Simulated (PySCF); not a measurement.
## Magnetic susceptibility: SMILES C[C@@H]1OC=C1Cl, C₄H₅ClO

Cartesian coordinates in Å; atom numbers follow the order of the lines, from 1:
```xyz
11

C     1.2801    0.7647   -0.1207
C     0.0907    0.4342    0.7336
O    -0.6201   -0.7587    0.2729
C    -1.7396    0.0248    0.1191
C    -1.1995    1.1853    0.5189
Cl   -1.6646    2.8054    0.7089
H     1.6976    1.7357    0.1861
H     0.9844    0.8282   -1.1777
H     2.0637    0.0004   -0.0118
H     0.3560    0.2958    1.7948
H    -2.6884   -0.3839   -0.2309
```

The calculation used PySCF 2.14.0, GIAO PBE0/pcSseg-1 magnetisability, rotational g tensor and spin-rotation constants, non-relativistic, gas phase. Geometry: PBE0-D3(BJ)/def2-SVP.

Question: What are the magnetisability and the molar susceptibility?

Answer: Isotropic -1010 × 10⁻³⁰ J/T², or -60.8 × 10⁻⁶ cm³/mol; principal values -1040, -1035, -955 × 10⁻³⁰ J/T², anisotropy 82 × 10⁻³⁰ J/T² (root of half the summed squared differences of the principal values). The susceptibility is in cgs units.

Question: Split it along the inertial axes a, b, c into diamagnetic and paramagnetic parts about the centre of mass, with the quadrupole moment.

Answer: 
| axis | χ (10⁻⁶ cm³/mol) | diamagnetic (10⁻⁶ cm³/mol) | paramagnetic (10⁻⁶ cm³/mol) | summed x² of all electrons (Å²) | quadrupole Θ (D Å) |
| --- | --- | --- | --- | --- | --- |
| a | -61.7 | -318.3 | 256.6 | 125.6 | -5.66 |
| b | -59.7 | -600.1 | 540.5 | 59.1 | +5.61 |
| c | -61.1 | -783.5 | 722.4 | 15.9 | +0.06 |

Anisotropies 2χaa − χbb − χcc = -2.7 and 2χbb − χaa − χcc = +3.5 × 10⁻⁶ cm³/mol. Θ is traceless in Buckingham's convention.

Question: And the rotational g tensor?

Answer: 
| axis | rotational constant (GHz) | g | nuclear part | electronic part |
| --- | --- | --- | --- | --- |
| a | 5.3370 | -0.0237 | 0.6196 | -0.6433 |
| b | 2.1552 | -0.0184 | 0.5289 | -0.5472 |
| c | 1.6295 | -0.0103 | 0.5427 | -0.5530 |

Asymmetric top; isotopes 12C, 35Cl, 1H, 16O; no vibrational averaging.
